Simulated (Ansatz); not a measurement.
All numbers were calculated with Ansatz.

Basis-set series for O₂−, SMILES `[O][O-]` radical. Charge -1, multiplicity 2. Geometry: relaxed with PBE0-D4/def2-TZVPD.

Bond lengths: O1–O2 1.322 Å.

```
functional        basis  functions  energy (Eh)  HOMO (eV)  LUMO (eV)
   PBE0-D4    def2-SVPD         46   -150.07484       2.02       5.43
   PBE0-D4  def2-QZVPPD        132   -150.25231       2.06       4.92
   ωB97M-V    def2-SVPD         46   -150.19252      -0.55       7.19
   ωB97M-V  def2-QZVPPD        132   -150.37164      -0.46       5.21
```

**Question.** Give the rows for def2-TZVPPD. (Estimate.)

**Answer.** The calculation gave: 
```json
{"functional": "PBE0-D4", "basis": "def2-TZVPPD", "functions": "80", "energy (Eh)": "-150.24547", "HOMO (eV)": "2.08", "LUMO (eV)": "5.37"}
{"functional": "ωB97M-V", "basis": "def2-TZVPPD", "functions": "80", "energy (Eh)": "-150.36542", "HOMO (eV)": "-0.45", "LUMO (eV)": "5.78"}
```

HOMO and LUMO are taken over both spins. Positive LUMOs are unbound and depend on the basis. A positive HOMO means that the functional doesn't bind the extra electron.
